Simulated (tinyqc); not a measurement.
Worked calculation (part 3 of 3): UKS/PBE in the sto-6g basis, for CH2, spin multiplicity 3. Computed by tinyqc, a small Python program that keeps every step (integrals from PySCF). Command: `OMP_NUM_THREADS=1 python tinyqc.py 28074 28075 out.jsonl` (the two numbers bound the seeds that draw the settings). One thread of a shared host (Intel(R) Xeon(R) Processor @ 2.60GHz), about 5 s of CPU time with the checks.

Geometry (angstrom):
```
atom         x          y         z
C     0.000000   0.000000  0.000000
H     0.000000   1.327000  0.781000
H     0.000000  -1.327000  0.781000
```

## Iteration 22 (converged): orbitals

converged F(alpha) (hartree), order 1C 1s, 1C 2s, 1C 2px, 1C 2py, 1C 2pz, 2H 1s, 3H 1s:
```
[[-9.799509, -2.565745, 0.000000, 0.000000, 0.000160, -0.243872, -0.243872],
 [-2.565745, -1.081966, 0.000000, 0.000000, -0.001556, -0.247838, -0.247838],
 [0.000000, 0.000000, -0.093616, 0.000000, 0.000000, 0.000000, 0.000000],
 [0.000000, 0.000000, 0.000000, -0.092208, 0.000000, -0.145979, 0.145979],
 [0.000160, -0.001556, 0.000000, 0.000000, -0.098883, -0.087278, -0.087278],
 [-0.243872, -0.247838, 0.000000, -0.145979, -0.087278, -0.178669, -0.037331],
 [-0.243872, -0.247838, 0.000000, 0.145979, -0.087278, -0.037331, -0.178669]]
```

converged F(beta) (hartree), order 1C 1s, 1C 2s, 1C 2px, 1C 2py, 1C 2pz, 2H 1s, 3H 1s:
```
[[-9.772701, -2.549318, 0.000000, 0.000000, -0.005146, -0.242590, -0.242590],
 [-2.549318, -0.970599, 0.000000, 0.000000, -0.051866, -0.235308, -0.235308],
 [0.000000, 0.000000, 0.061783, 0.000000, 0.000000, 0.000000, 0.000000],
 [0.000000, 0.000000, 0.000000, -0.037016, 0.000000, -0.140282, 0.140282],
 [-0.005146, -0.051866, 0.000000, 0.000000, 0.024552, -0.085866, -0.085866],
 [-0.242590, -0.235308, 0.000000, -0.140282, -0.085866, -0.160808, -0.035896],
 [-0.242590, -0.235308, 0.000000, 0.140282, -0.085866, -0.035896, -0.160808]]
```

X, order 1C 1s, 1C 2s, 1C 2px, 1C 2py, 1C 2pz, 2H 1s, 3H 1s:
```
[[1.024311, -0.134385, 0.000000, 0.000000, -0.004347, 0.015841, 0.015841],
 [-0.134385, 1.088611, 0.000000, 0.000000, 0.035459, -0.153135, -0.153135],
 [0.000000, 0.000000, 1.000000, 0.000000, 0.000000, 0.000000, 0.000000],
 [0.000000, 0.000000, 0.000000, 1.056777, 0.000000, -0.144918, 0.144918],
 [-0.004347, 0.035459, 0.000000, 0.000000, 1.019222, -0.083377, -0.083377],
 [0.015841, -0.153135, 0.000000, -0.144918, -0.083377, 1.069740, -0.009672],
 [0.015841, -0.153135, 0.000000, 0.144918, -0.083377, -0.009672, 1.069740]]
```

Diagonalise F' = X^T F X, C = X C', fill 5 alpha and 3 beta electrons from the bottom; D(s) = C_occ C_occ^T. Each column has its largest component positive (the first on a tie).

F' = X^T F X (alpha) (hartree):
```
[[-9.608769, -1.340467, 0.000000, 0.000000, -0.011539, -0.004842, -0.004842],
 [-1.340467, -0.571774, 0.000000, 0.000000, 0.035691, -0.127524, -0.127524],
 [0.000000, 0.000000, -0.093616, 0.000000, 0.000000, 0.000000, 0.000000],
 [0.000000, 0.000000, 0.000000, -0.019488, 0.000000, -0.136419, 0.136419],
 [-0.011539, 0.035691, 0.000000, 0.000000, -0.074348, -0.078244, -0.078244],
 [-0.004842, -0.127524, 0.000000, -0.136419, -0.078244, -0.088378, -0.011167],
 [-0.004842, -0.127524, 0.000000, 0.136419, -0.078244, -0.011167, -0.088378]]
```

orbital energies (alpha) (hartree): [-9.803525, -0.464275, -0.243422, -0.162813, -0.093616, 0.076176, 0.146723]

coefficients C (alpha), order 1C 1s, 1C 2s, 1C 2px, 1C 2py, 1C 2pz, 2H 1s, 3H 1s:
```
[[0.994420, -0.242042, 0.000000, 0.091167, 0.000000, -0.109669, 0.000000],
 [0.022799, 0.884225, 0.000000, -0.419765, 0.000000, 0.541030, 0.000000],
 [0.000000, 0.000000, 0.000000, 0.000000, 1.000000, 0.000000, 0.000000],
 [0.000000, 0.000000, 0.534495, 0.000000, 0.000000, 0.000000, 0.934396],
 [0.001096, 0.022180, 0.000000, 0.732801, 0.000000, 0.718681, 0.000000],
 [-0.003862, 0.194434, 0.483666, 0.378891, 0.000000, -0.641207, -0.607974],
 [-0.003862, 0.194434, -0.483666, 0.378891, 0.000000, -0.641207, 0.607974]]
```

F' = X^T F X (beta) (hartree):
```
[[-9.583177, -1.341121, 0.000000, 0.000000, -0.010699, -0.004965, -0.004965],
 [-1.341121, -0.455172, 0.000000, 0.000000, -0.013183, -0.129297, -0.129297],
 [0.000000, 0.000000, 0.061783, 0.000000, 0.000000, 0.000000, 0.000000],
 [0.000000, 0.000000, 0.000000, 0.039349, 0.000000, -0.140703, 0.140703],
 [-0.010699, -0.013183, 0.000000, 0.000000, 0.050066, -0.080785, -0.080785],
 [-0.004965, -0.129297, 0.000000, -0.140703, -0.080785, -0.070739, -0.011420],
 [-0.004965, -0.129297, 0.000000, 0.140703, -0.080785, -0.011420, -0.070739]]
```

orbital energies (beta) (hartree): [-9.776270, -0.385143, -0.214994, -0.045791, 0.061783, 0.136762, 0.195023]

coefficients C (beta), order 1C 1s, 1C 2s, 1C 2px, 1C 2py, 1C 2pz, 2H 1s, 3H 1s:
```
[[0.994778, -0.219044, 0.000000, -0.151524, 0.000000, -0.085271, 0.000000],
 [0.021398, 0.785387, 0.000000, 0.669757, 0.000000, 0.430609, 0.000000],
 [0.000000, 0.000000, 0.000000, 0.000000, 1.000000, 0.000000, 0.000000],
 [0.000000, 0.000000, 0.489750, 0.000000, 0.000000, 0.000000, 0.958606],
 [0.001680, 0.133456, 0.000000, -0.554707, 0.000000, 0.853510, 0.000000],
 [-0.003685, 0.271649, 0.511852, -0.462152, 0.000000, -0.552389, -0.584443],
 [-0.003685, 0.271649, -0.511852, -0.462152, 0.000000, -0.552389, 0.584443]]
```

D(alpha) after iteration 22, order 1C 1s, 1C 2s, 1C 2px, 1C 2py, 1C 2pz, 2H 1s, 3H 1s:
```
[[1.055767, -0.229616, 0.000000, 0.000000, 0.062528, -0.016360, -0.016360],
 [-0.229616, 0.958577, 0.000000, 0.000000, -0.287968, 0.012790, 0.012790],
 [0.000000, 0.000000, 1.000000, 0.000000, 0.000000, 0.000000, 0.000000],
 [0.000000, 0.000000, 0.000000, 0.285685, 0.000000, 0.258517, -0.258517],
 [0.062528, -0.287968, 0.000000, 0.000000, 0.537490, 0.281960, 0.281960],
 [-0.016360, 0.012790, 0.000000, 0.258517, 0.281960, 0.415311, -0.052555],
 [-0.016360, 0.012790, 0.000000, -0.258517, 0.281960, -0.052555, 0.415311]]
```

D(beta) after iteration 22, order 1C 1s, 1C 2s, 1C 2px, 1C 2py, 1C 2pz, 2H 1s, 3H 1s:
```
[[1.037564, -0.150748, 0.000000, 0.000000, -0.027561, -0.063169, -0.063169],
 [-0.150748, 0.617291, 0.000000, 0.000000, 0.104850, 0.213271, 0.213271],
 [0.000000, 0.000000, 0.000000, 0.000000, 0.000000, 0.000000, 0.000000],
 [0.000000, 0.000000, 0.000000, 0.239855, 0.000000, 0.250679, -0.250679],
 [-0.027561, 0.104850, 0.000000, 0.000000, 0.017813, 0.036247, 0.036247],
 [-0.063169, 0.213271, 0.000000, 0.250679, 0.036247, 0.335799, -0.188185],
 [-0.063169, 0.213271, 0.000000, -0.250679, 0.036247, -0.188185, 0.335799]]
```

## Convergence

Stop when the energy changes by less than 1e-09 hartree and every element of the error matrix X^T (F D S - S D F) X (for each spin) is below 9e-06.

Course of the cycle:
```
iteration   E (hartree)     change  largest element of the error matrix
1          -26.88510770          -                             2.52e+00
2          -35.13734666  -8.25e+00                             6.12e-01
3          -37.55063262  -2.41e+00                             1.84e-01
4          -38.24085693  -6.90e-01                             1.38e-01
5          -38.65303510  -4.12e-01                             8.38e-02
6          -38.77275747  -1.20e-01                             6.17e-02
7          -38.81247356  -3.97e-02                             4.79e-02
8          -38.82995569  -1.75e-02                             3.15e-02
9          -38.83734813  -7.39e-03                             1.22e-02
10         -38.83920732  -1.86e-03                             3.55e-03
11         -38.83965361  -4.46e-04                             1.02e-03
12         -38.83977802  -1.24e-04                             3.14e-04
13         -38.83981463  -3.66e-05                             9.47e-05
14         -38.83982555  -1.09e-05                             2.85e-05
15         -38.83982882  -3.27e-06                             8.56e-06
16         -38.83982980  -9.80e-07                             2.57e-06
17         -38.83983009  -2.94e-07                             7.73e-07
18         -38.83983018  -8.82e-08                             2.32e-07
19         -38.83983020  -2.65e-08                             6.97e-08
20         -38.83983021  -7.94e-09                             2.09e-08
21         -38.83983021  -2.38e-09                             6.28e-09
22         -38.83983022  -7.14e-10                             1.89e-09
```

PySCF UKS in the same basis, fine grid, after a stability check = -38.83982330 hartree

Converged in 22 iterations. The coarse grid moves the energy by -6.91e-06 hartree.

## Populations, bond orders and dipole

overlap S, order 1C 1s, 1C 2s, 1C 2px, 1C 2py, 1C 2pz, 2H 1s, 3H 1s:
```
[[1.000000, 0.243228, 0.000000, 0.000000, 0.000000, 0.023043, 0.023043],
 [0.243228, 1.000000, 0.000000, 0.000000, 0.000000, 0.270873, 0.270873],
 [0.000000, 0.000000, 1.000000, 0.000000, 0.000000, 0.000000, 0.000000],
 [0.000000, 0.000000, 0.000000, 1.000000, 0.000000, 0.256452, -0.256452],
 [0.000000, 0.000000, 0.000000, 0.000000, 1.000000, 0.150934, 0.150934],
 [0.023043, 0.270873, 0.000000, 0.256452, 0.150934, 1.000000, 0.040054],
 [0.023043, 0.270873, 0.000000, -0.256452, 0.150934, 0.040054, 1.000000]]
```

Mulliken: Z minus the diagonal of D S on the atom; Loewdin: the same with S^(1/2) D S^(1/2); Mayer order: 2 sum_s sum (D(s) S)_ij (D(s) S)_ji over the two atoms.

Charges (e):
```
atom   Mulliken    Loewdin  Mulliken spin
1C    -0.041038  -0.022021       1.858371
2H     0.020519   0.011010       0.070815
3H     0.020519   0.011010       0.070815
```

Mayer bond orders:
```
pair     order
2-1   0.925337
3-1   0.925337
3-2   0.069227
```

dipole moment about the origin, x y z (debye): [0.000000, 0.000000, 0.293806]

<S^2> of the determinant (pure state: 2) = 2.002727
